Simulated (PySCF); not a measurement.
H6Si2, SMILES [SiH3][SiH3]. The structure is a stationary point at TPSSh-D3(BJ)/def2-TZVP.

TDDFT-B3LYP/def2-SVPD in PySCF 2.14.0 puts the lowest singlet excitations at 7.42, 7.46, 7.46, 7.68, 8.07, 8.07 eV.

Question: What are the lowest excitation roots from ADC(2)/aug-cc-pVDZ (PySCF 2.14.0)? (The exact figures need the calculation; the answer reports its results.)

Answer: 7.63, 7.85, 7.85, 7.96, 8.33, 8.33 eV. S1 differs by 0.21 eV (second minus first; roots are paired by order, and the bases may differ).
